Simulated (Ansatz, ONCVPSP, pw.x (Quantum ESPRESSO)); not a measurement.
From atom to crystal: ONCV potential for aluminium

aluminium, optimised norm-conserving Vanderbilt (ONCV), made with ONCVPSP 4.0.1.1 (patched build) (LDA (Perdew-Wang 92), scalar-relativistic). Core [Ne], reference 3s2 3p1. Waves: 3s: rc 2.05 bohr, ncon 4, nbas 7, qcut 4 1/bohr, 2 projectors, debl 3.7 Ha; 3p: rc 2.85 bohr, ncon 5, nbas 8, qcut 2.6 1/bohr, 1 projector; d scattering state at 0.02 Ha: rc 2.55 bohr, ncon 3, nbas 7, qcut 4.3 1/bohr, 3 projectors, debl 3 Ha. Local part: polynomial inside 1.65 bohr (lpopt 3, dvloc0 0 Ha). Core correction: none.

Atomic tests: cutoffs needed: 6.0 Ha and 7.8 Ha (the cutoffs (Ha) at which the residual kinetic energy of the hardest occupied pseudo-wave falls to 1 and 0.1 mHa per electron) The cutoffs count occupied waves only; projector 3 of the d channel, the hardest unoccupied one, needs 46 Ha at the loose tolerance.; ghost test: no bound ghost flagged; GHOST(+) flagged for s at 168.7 eV; largest excitation error: +83 meV (all-electron minus pseudo) for 3s1 3p0, out of 4 test configurations.

Crystal test: bcc Al in pw.x 7.5, no spin, 14³ k-points, Fermi–Dirac smearing 0.01 Ry, cutoffs 35/140 Ry. The reference is all-electron LAPW (Ansatz 0.2.0) with the same functional, mesh and smearing; V0 and B0 come from Birch–Murnaghan fits to the pressures at five volumes. Errors are pseudo minus all-electron; Δ is the rms difference of the E(V) curves that follow from these fits, minima aligned, over ±6 % about the mean V0. Mesh and smearing are coarse, so the numbers serve the comparison and aren't converged zero-temperature values; the lattice is a test structure that the element need not adopt.

| V (Å³/atom) | P all-electron (GPa) | P pseudo (GPa) |
| --- | --- | --- |
| 15.411 | 4.35 | 3.02 |
| 15.816 | 2.08 | 0.91 |
| 16.222 | 0.10 | -0.94 |
| 16.628 | -1.63 | -2.55 |
| 17.033 | -3.14 | -3.96 |

All-electron: a0 = 3.191 Å (V0 = 16.24 Å³/atom), B0 = 73.6 GPa.

Pseudopotential: mean pressure error (GPa): -1.06; a0 (Å): 3.175; a0 error (%): -0.48; B0 error (%): -0.8; Δ (meV/atom): 3.8. The largest radius (2.85 bohr) exceeds half the bond length (2.61 bohr), so the spheres overlap, which is one possible source of error among others.

At the middle volume, how do free energy and pressure move when the wave cutoff is lowered (ecutrho kept at four times it)?

```csv
cutoff (Ry),shift of F (meV/atom),shift of P (GPa)
16,+3.2,-0.15
21,+1.2,-0.00
28,+0.3,+0.00
```

The run at the middle volume (104 k-points, 5 iterations) took about 3.5 s on one core of a shared host (Neoverse-N1, 64 threads, 124 GiB, load 48).
